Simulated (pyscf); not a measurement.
silanone (O=SiH₂) + ammonia (NH₃) -> H₂N–SiH=O + hydrogen (H₂), a four-centre exchange (singlet surface; H–Si, H–N broken, N–Si, H–H formed). Single points on ωB97X-D3(BJ)/def2-SVP structures (PySCF, gas phase). Energies in eV from the separated reactants.

GFN2-xTB: tblite. 

Problem. Quick GFN2-xTB single points give ΔE‡ = 1.56 eV and ΔE = -0.17 eV. What does ωB97M-D3(BJ)/def2-TZVP give, and how far is the quick result from it?

Solution. ωB97M-D3(BJ)/def2-TZVP gives ΔE‡ = 0.40 eV and ΔE = -0.92 eV. GFN2-xTB lies 1.16 eV over it in the barrier and 0.75 eV over it in the reaction energy, so on this step it does not hold to within 0.13 eV. ωB97M-D3(BJ)/def2-TZVP has limits of its own. On the reactant side the descent ends in an adduct with a N–Si contact, 1.38 eV under the separated species and 1.75 eV under the saddle at ωB97X-D3(BJ)/def2-TZVP. What is counted as formed (N–Si) is already present as a longer contact in the reactant adduct; forming that adduct is a step of its own. At the saddle there is also a short H–Si contact that neither side keeps. The same reactants have a lower exit, to H₂N–SiH₂–OH (barrier -0.85 eV at ωB97M-D3(BJ)/def2-TZVP, against +0.40 eV here). H₂N–SiH=O lies 0.32 eV over its isomer H₂N–Si:–OH [singlet] (electronic energy, ωB97M-D3(BJ)/def2-TZVP). This is the saddle that the search found; another between the same sides may lie lower.
